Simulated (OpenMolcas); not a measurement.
**HF/def2-SVP run of C2H4Si (ethynylsilane)**

Aim: the vertical singlet–triplet gap of C2H4Si (ethynylsilane) at HF/def2-SVP, from 2 runs. 

The calculation is run with OpenMolcas 26.06.

**1. Starting point**

C2H4Si has 7 atoms, charge 0, and is taken as a singlet. SMILES: `C#C[SiH3]`. Geometry: relaxed at PBE0-D4/def2-TZVP.

Bond lengths: C1–C2 1.206 Å, C2–Si3 1.823 Å, C1–H4 1.066 Å, Si3–H5 1.483 Å, Si3–H6 1.483 Å, Si3–H7 1.483 Å. Angles: C1–C2–Si3 180.0°, C2–C1–H4 180.0°, C2–Si3–H5 109.3°, C2–Si3–H6 109.3°, C2–Si3–H7 109.3°, H5–Si3–H6 109.6°, H5–Si3–H7 109.6°, H6–Si3–H7 109.6°.

**2. The energy at HF/def2-SVP**

struct.xyz

```xyz
7

C     -0.580700    -1.871400     0.172200
C     -0.218500    -0.726500     0.062400
Si     0.329800     1.004300    -0.103800
H     -0.901000    -2.883500     0.269300
H     -0.094500     1.528300    -1.425000
H     -0.281700     1.818100     0.974900
H      1.807900     1.062900     0.004400
```

job.input

```
>>> EXPORT MOLCAS_PRINT=2

&GATEWAY
 BasLib=$CurrDir
 Coord=struct.xyz
 Basis=def2-SVP
 Group=NoSym

&SEWARD

&SCF
 PrOrbitals=1 1
```

The basis set def2-SVP is read from a file made from the Basis Set Exchange's data (not shown).

The run is started by

```sh
$ export MOLCAS_MEM=1860
$ pymolcas job.input > job.log
```

Log:

```text
--- Start Module: gateway ---
[...]
--- Stop Module: gateway /rc=_RC_ALL_IS_WELL_ ---
--- Start Module: seward ---
[...]
      Basis functions           66
--- Stop Module: seward /rc=_RC_ALL_IS_WELL_ ---
[...]
--- Start Module: scf ---
[...]
       Convergence after  10 Iterations
[...]
::    Total SCF energy                               -366.7843425179
[...]
      Total spin, S                                     0.0000000000
[...]
      Total electronic charge=   30.000000
      Total            charge=   -0.000000
[...]
      Dipole Moment (debye):
      Origin of the operator (angstrom)=    0.0031   -0.0275   -0.0048
                   X= -1.6217E-01               Y= -5.1405E-01               Z=  4.9500E-02           Total=  5.4129E-01
      Quadrupole Moment (debye*angstrom):
[...]
--- Stop Module: scf /rc=_RC_ALL_IS_WELL_ ---
[...]
```

It took 4.2 s on 1 thread of Arm Neoverse N1, shared host; peak memory 0.41 GiB.

**3. The triplet, same level**

struct.xyz is that of step 2.

job.inp

```
>>> EXPORT MOLCAS_PRINT=2

&GATEWAY
 BasLib=$CurrDir
 Coord=struct.xyz
 Basis=def2-SVP
 Group=NoSym

&SEWARD

&SCF
 UHF
 Spin=3
 PrOrbitals=1 1
```

The basis set def2-SVP is read from a file made from the Basis Set Exchange's data (not shown).

The run is started by

```sh
$ export MOLCAS_MEM=1860
$ pymolcas job.inp > job.log
```

Log:

```text
--- Start Module: gateway ---
[...]
--- Stop Module: gateway /rc=_RC_ALL_IS_WELL_ ---
--- Start Module: seward ---
[...]
      Basis functions           66
--- Stop Module: seward /rc=_RC_ALL_IS_WELL_ ---
[...]
--- Start Module: scf ---
[...]
       Convergence after  21 Iterations
[...]
::    Total SCF energy                               -366.6181745456
[...]
      Total spin, S                                     1.0057278741
[...]
      Total electronic charge=   30.000000
      Total            charge=   -0.000000
[...]
      Dipole Moment (debye):
      Origin of the operator (angstrom)=    0.0031   -0.0275   -0.0048
                   X= -3.2280E-01               Y= -9.8205E-01               Z=  1.2986E-01           Total=  1.0419E+00
      Quadrupole Moment (debye*angstrom):
[...]
--- Stop Module: scf /rc=_RC_ALL_IS_WELL_ ---
[...]
```

It took 6.3 s on 1 thread of Arm Neoverse N1, shared host; peak memory 0.41 GiB.

**4. Outcome**

Level: HF/def2-SVP.

| quantity | value |
| --- | --- |
| singlet: total energy | -366.78434 Eh |
| singlet: dipole moment | 0.54 D |
| singlet: HOMO energy | -11.04 eV |
| singlet: LUMO energy | 3.81 eV |
| singlet: HOMO–LUMO gap | 14.86 eV |
| triplet: total energy | -366.61817 Eh |
| triplet: dipole moment | 1.04 D |
| triplet: HOMO energy (highest over α and β) | -6.18 eV |
| triplet: LUMO energy (lowest over α and β) | 0.36 eV |
| triplet: ⟨S²⟩ | 2.017 |
| vertical energy of the triplet above the singlet | 4.522 eV |

At this shape the triplet lies 4.52 eV (104 kcal/mol) above the singlet. Mulliken charges (singlet) run from -0.21 on C1 to +0.71 on Si3.
